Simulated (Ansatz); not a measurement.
A made-up structure of CH$_{2}$NaO (charge -1), closed shell:

O1  (1.741, 0.332, 0.126)
C2  (0.661, -0.189, 0.295)
Na3  (-2.661, 0.742, -1.173)
H4  (0.290, -1.011, -0.348)
H5  (-2.123, -0.745, -2.349)
(Å)

It is relaxed with PBE-D4/def2-SVPD and then PBE0-D4/def2-TZVPD (Ansatz 0.2.0). Atoms count as bonded within 1.22 times the sum of their covalent radii (H–H: 0.88 Å). The end point is not checked to be a true minimum.

**Question.** Does its bonding change? (Judge from chemistry; the calculation decides.)

**Answer.** By the calculation: Yes. Formed: O1–Na3, C2–Na3; broken: none.

Where it ends: The first stage lowers the energy by 1.25 eV in 33 steps. It ends as CH₂NaO ([CH]1[O][NaH]1), total charge -1:
O1  (0.367, 0.583, 0.013)
C2  (0.589, -0.625, -0.168)
Na3  (-1.437, -0.103, -1.321)
H4  (1.568, -0.952, 0.370)
H5  (-3.178, 0.225, -2.344)
(Å)

Labels in which every atom is bracketed show which atoms are joined, not bond orders.

For scale, one of the runs: PBE0-D4/def2-TZVPD relaxation, 130 basis functions, launched by `ansatz run in.yaml --threads 2 --pin off --events-out ev --progress --plain --max-ram 4352MiB`. Hardware: 2 CPU threads of an Intel Xeon Platinum 8259CL, shared host. Wall time about 25 s.
